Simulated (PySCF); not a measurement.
## Working out the ionisation energy of Cl

Cl [Ne] 3s2 3p5 (2P) → Cl⁺ [Ne] 3s2 3p4 (3P). Calculation: PySCF 2.14, in aug-cc-pV(T+d)Z (6s5p4d2f, 55 functions); the non-relativistic Hamiltonian (point nucleus). Frozen: [Ne]. Energies in hartree (1 hartree = 27.21139 eV):

```tsv
part	Cl (lower)	Cl⁺ (upper)
UHF	-459.486089	-459.053383
CCSD correlation	-0.185363	-0.150341
(T)	-0.006405	-0.004572
```

Task: What does Hartree-Fock give?

Result: (-459.053383) − (-459.486089) = 0.432706 hartree = 11.775 eV.

Task: What do CCSD and CCSD(T) give?

Result: The CCSD correlation energies differ by 0.035022 hartree = 0.953 eV and the triples by 0.001833 hartree = 0.050 eV, so CCSD gives 12.728 eV and CCSD(T) 12.778 eV.

Measured between the centres of the two terms (NIST): 12.974 eV, so CCSD(T) (valence) is off by -0.196 eV.

What remains against the reference includes basis incompleteness, the frozen core and higher excitations.
